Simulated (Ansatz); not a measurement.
Reaction (SMILES): CCl (CH3-Cl) → C atom + Cl atom + 3 H atom
B3LYP-D3(BJ)/def2-TZVP geometries, fixed; electronic energies without zero-point terms.

Basis-set convergence of the atomisation energy at CCSD(T) with Ansatz (an electronic-structure program). Cartesian d functions, on some or all atoms, in 6-31+G*, 6-31G**, 6-311G**; all else is spherical. Cores are frozen. Open shells are unrestricted. No added dispersion term, no relativity. Functions are those of the species that has most. Reference: Hartree-Fock in aug-cc-pV(Q+d)Z plus the correlation part extrapolated as X^-3 from aug-cc-pV(T+d)Z and aug-cc-pV(Q+d)Z, 395.25 kcal/mol, itself unsure by roughly 1.05 kcal/mol (a third of the extrapolation step and of the last Hartree-Fock step). Deviations are taken from unrounded values. Cost is core time over that of 6-311++G(3df,3pd), rough, on shared machines of one kind; a dash marks a row that isn't timed (too short, read off another run, short of memory, by another algorithm or on other hardware).

| basis | functions | atomisation energy (kcal/mol) | minus reference (kcal/mol) | cost |
|---|---|---|---|---|
| pcseg-1 | 47 | 369.46 | -25.79 | - |
| 6-31+G* | 48 | 357.28 | -37.97 | - |
| 6-31G** | 49 | 374.45 | -20.80 | - |
| 6-311G** | 63 | 373.25 | -22.01 | - |
| aug-pcseg-1 | 77 | 373.58 | -21.67 | - |
| def2-TZVP | 86 | 380.70 | -14.56 | - |
| 6-311++G(2d,2p) | 92 | 377.49 | -17.76 | - |
| pcseg-2 | 106 | 387.65 | -7.61 | 0.4× |
| jun-cc-pV(T+d)Z | 129 | 386.48 | -8.78 | 0.7× |
| 6-311++G(3df,3pd) | 140 | 388.33 | -6.92 | 1× |
| aug-pcseg-2 | 165 | 389.09 | -6.16 | 2× |
| aug-cc-pV(T+d)Z | 170 | 388.25 | -7.01 | 2× |
| def2-QZVPP | 217 | 391.54 | -3.71 | 4× |
